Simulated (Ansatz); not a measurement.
**C4H8N2: a ladder of functionals and wavefunction methods**

How much do the methods differ for C4H8N2? The plan is to run it at one geometry with functionals of several rungs and with coupled cluster, and see how far each lands from CCSD(T) at the basis-set limit for the atomisation energy.

The runs use Ansatz 0.2.0, Gaussian basis; functionals in def2-TZVPP, the program's frozen cores in correlated methods.

Levels to be run: PBE-D4, r2SCAN-D4, PBE0-D4, B3LYP-D4, ωB97X-V, ωB97M-V, B2PLYP; CCSD(T)/def2-TZVPP; MP2/def2-QZVPP; extrapolation to the limit.

**1. The relaxed structure**

All runs share one geometry, relaxed beforehand with PBE0-D4 in a triple-zeta def2 set.

SMILES `C#CN(C)CN`, 14 atoms, charge 0, spin multiplicity 1.

Atoms are counted from 1 here; the program's logs count them from 0.

Bond lengths: C1–C2 1.205 Å, C1–H7 1.063 Å, C2–N3 1.336 Å, N3–C4 1.451 Å, N3–C5 1.476 Å, C4–H8 1.099 Å, C4–H9 1.089 Å, C4–H10 1.092 Å, C5–N6 1.424 Å, C5–H11 1.099 Å, C5–H12 1.093 Å, N6–H13 1.012 Å, N6–H14 1.012 Å. Angles: C2–C1–H7 178.2°, C1–C2–N3 178.5°, C2–N3–C4 116.3°, C2–N3–C5 115.3°, C4–N3–C5 114.8°, N3–C4–H8 112.5°, N3–C4–H9 109.4°, N3–C4–H10 108.9°, H8–C4–H9 108.5°, H8–C4–H10 108.7°, H9–C4–H10 108.7°, N3–C5–N6 114.9°, N3–C5–H11 109.8°, N3–C5–H12 105.8°, N6–C5–H11 108.6°, N6–C5–H12 109.7°, H11–C5–H12 107.8°, C5–N6–H13 110.9° and more.

**2. PBE-D4 (GGA)**

Input file in.yaml:

```yaml
crystal:
  periodic: [false, false, false]
  atoms:
    - {symbol: C, position_ang: [-1.787842, -0.189514, 1.655666]}
    - {symbol: C, position_ang: [-0.981214, -0.295071, 0.766507]}
    - {symbol: N, position_ang: [-0.100180, -0.383888, -0.234212]}
    - {symbol: C, position_ang: [0.580712, -1.657138, -0.379053]}
    - {symbol: C, position_ang: [0.755995, 0.802500, -0.428481]}
    - {symbol: N, position_ang: [0.054024, 2.035160, -0.551515]}
    - {symbol: H, position_ang: [-2.522411, -0.109996, 2.419511]}
    - {symbol: H, position_ang: [1.335076, -1.822183, 0.402510]}
    - {symbol: H, position_ang: [-0.148451, -2.465048, -0.332746]}
    - {symbol: H, position_ang: [1.073696, -1.686819, -1.353117]}
    - {symbol: H, position_ang: [1.468856, 0.886563, 0.403732]}
    - {symbol: H, position_ang: [1.327183, 0.611054, -1.340740]}
    - {symbol: H, position_ang: [-0.443850, 2.254060, 0.302434]}
    - {symbol: H, position_ang: [-0.624494, 1.991220, -1.301596]}
basis:
  gaussian: {orbitals: def2-TZVPP}
hamiltonian: {xc: pbe, dispersion: d4}
output: {forces: true, orbitals: {seedname: orbitals}}
```

On the command line:

```
> ansatz run in.yaml --threads 4 --pin off --events-out ev --progress --plain --max-ram 10444MiB
```

Further steps of the session: r2SCAN-D4 (meta-GGA); PBE0-D4 (hybrid); B3LYP-D4 (hybrid); ωB97X-V (range-separated); ωB97M-V (range-separated); B2PLYP (double hybrid); CCSD(T) in def2-TZVPP; MP2 in def2-QZVPP.

Q: Predict the results of all the runs planned. Wanted: atomisation energy, CCSD(T)/CBS; farthest; mean size of error, hybrid; mean size of error, range-separated; gap, smallest and largest; T1 diagnostic; triples share of the correlation energy.

**Answer**, as computed:

| quantity | value |
| --- | --- |
| atomisation energy, CCSD(T)/CBS | 5525.1 kJ/mol |
| functionals within 27.6 kJ/mol (0.5 %) | r2SCAN-D4, ωB97X-V |
| farthest | PBE-D4 (+198.1 kJ/mol) |
| mean size of error, hybrid | 52.0 kJ/mol |
| mean size of error, range-separated | 30.3 kJ/mol |
| gap, smallest and largest | 5.08 eV (PBE-D4), 11.30 eV (ωB97X-V) |
| T1 diagnostic | 0.0114 |
| triples share of the correlation energy | 4.3 % |

In words: PBE-D4 is off by +198.1 kJ/mol. Double hybrids carry the basis error of their MP2 part in triple zeta, and no dispersion term here, so their miss is partly the set-up's. Misses under about 27.6 kJ/mol are within the doubt on the reference itself, which lacks core-valence correlation, relativity and higher excitations. Hartree-Fock recovers 70 % of the binding; the rest is correlation. Orbital gaps span 5.1 to 11.3 eV; exact exchange widens them.
